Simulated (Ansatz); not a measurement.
# BeNa (quartet): from Hartree-Fock to the top rungs, def2-TZVPP

One table from this session's results is given with a row withheld; the runs are named, their logs left out.

Method: def2-TZVPP, core rule «outside noble gas», up to 6 orbitals frozen; program: Ansatz 0.2.0, Gaussian basis.

Plan: UHF; ROHF; CCSD(T) on UHF.

2 further runs of the same task are left out: 2 set aside as unsound or not needed.

## The system

The geometry is a PBE0/def2-TZVP stationary point (not a proven minimum) of the parent state, kept for this charge and spin.

2 atoms, charge 0, spin multiplicity 4.

Atoms are counted from 1 here; the program's logs count them from 0.

No contacts short enough for the rule that draws bonds.

The first run:

The input, in.yaml:

```yaml
crystal:
  periodic: [false, false, false]
  atoms:
    - {symbol: Be, position_ang: [0.000000, 0.000000, 0.000000]}
    - {symbol: Na, position_ang: [0.000000, 0.000000, 2.901000]}
basis:
  gaussian: {orbitals: def2-TZVPP}
magnetization: {spin_polarized: true, initial_magnetization: 3}
hamiltonian: {xc: hf}
output: {orbitals: {seedname: orbitals}}
```

Launch:

```sh
$ ansatz run in.yaml --threads 1 --pin off --events-out ev --progress --plain --max-ram 4096MiB --backend cpu
```

Among the steps run: UHF; ROHF; CCSD(T) on UHF.

One of the session's tables, all rows but one given; the rest of the session is left out.

```
  method  from UCCSD(T) (meV)
    ROHF               +411.9
     UHF               +410.2
    UMP2               +173.4
   UCCSD                    ?
UCCSD(T)                    0
```

**Question.** Estimate the row for UCCSD.

As computed: from UCCSD(T) (meV): +4.3. In the column «from UCCSD(T) (meV)» it lies between UCCSD(T) (0) and UMP2 (+173.4).
